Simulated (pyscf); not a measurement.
Elementary routes open to `[Al][Cl]` [singlet] + `[CH2]=[CH2]` in the gas phase (singlet surface):
A. `[Cl][Al]1[CH2][CH2]1` (none broken; Al–C, Al–C formed)
B. `[Al][CH2][CH2][Cl]` [singlet] (Al–Cl broken; Al–C, C–Cl formed)

Optimised with ωB97X-D3(BJ)/def2-SVP in PySCF. MP2 and CC: frozen core, UHF for open shells. ΔMP2 is the change of the MP2 total energy from the triple- to the quadruple-zeta basis.

Rank the routes by free-energy barrier at 1200 K, lowest first, for CCSD(T)/def2-TZVPP + ΔMP2(QZVPP) energies (ideal gas, 1 atm, RRHO with modes under 100 cm⁻¹ raised to 100, one conformer, R ln 2 for chiral ones without a mode under 150 cm⁻¹).

A (66.1 kcal/mol), B (74.1 kcal/mol)

Route A is the fastest of these, ahead of the next by 8.0 kcal/mol. The most stable products are those of A (ΔG = +45.8 kcal/mol), so kinetics and thermodynamics agree. At 298 K A is still the fastest. A: On the reactant side the descent ends in a complex, 4.5 kcal/mol under the separated species and 32.6 kcal/mol under the saddle at ωB97X-D3(BJ)/def2-TZVP. B: On the reactant side the descent ends in a complex, 4.5 kcal/mol under the separated species and 34.3 kcal/mol under the saddle at ωB97X-D3(BJ)/def2-TZVP. Only these routes are compared; each barrier is that of the saddle found, and lower ones may exist. One closed-shell reference is unstable to symmetry breaking; treat the single-reference values with care. The CCSD(T) − MP2 part came from Ansatz, without density fitting, on the same reference.
